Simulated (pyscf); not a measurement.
Optimised with ωB97X-D3(BJ)/def2-SVP in PySCF. Correlated levels are frozen-core, on RHF or UHF. ΔMP2 is the change of the MP2 total energy from the triple- to the quadruple-zeta basis.

Problem. Estimate by transition-state theory the rate constant of H₂N–SiH₂–OH + hydrogen fluoride (HF) → HO–SiH₂–F + ammonia (NH₃) (singlet surface; N–Si, F–H broken, F–Si, H–N formed) at 1200 K, with CCSD(T)/def2-TZVPP + ΔMP2(QZVPP) energies (ideal gas, 1 atm, RRHO with modes under 100 cm⁻¹ raised to 100, one conformer, R ln 2 for chiral ones without a mode under 150 cm⁻¹; no tunnelling).

Solution. The electronic barrier is 5.4 kcal/mol and the thermal terms add +47.6, so ΔG‡ = 53.0 kcal/mol. With k_BT/h = 2.50e+13 s⁻¹ and RT = 2.385 kcal/mol, and a volume of 1.64e-19 cm³ per molecule at 1 atm, k = 9.1e-16 cm³ molecule⁻¹ s⁻¹. Wigner's tunnelling factor for 544i cm⁻¹ would be 1.02. A shift of 1 kcal/mol in the barrier changes k by a factor 1.5. On the reactant side the descent ends in a bound adduct, 12.7 kcal/mol under the separated species and 14.5 kcal/mol under the saddle at ωB97X-D3(BJ)/def2-TZVP. On the product side the descent ends in an adduct with a N–Si contact (not fully relaxed), 4.6 kcal/mol over the separated species and 18.4 kcal/mol under the saddle at ωB97X-D3(BJ)/def2-TZVP. What is counted as broken (N–Si) persists as a longer contact in the product adduct; parting that adduct is a step of its own. At ωB97X-D3(BJ) the barrier from the zero used here is 1.8 kcal/mol. This is the saddle that the search found; another between the same sides may lie lower. The CCSD(T) − MP2 part came from Ansatz, without density fitting, on the same reference.
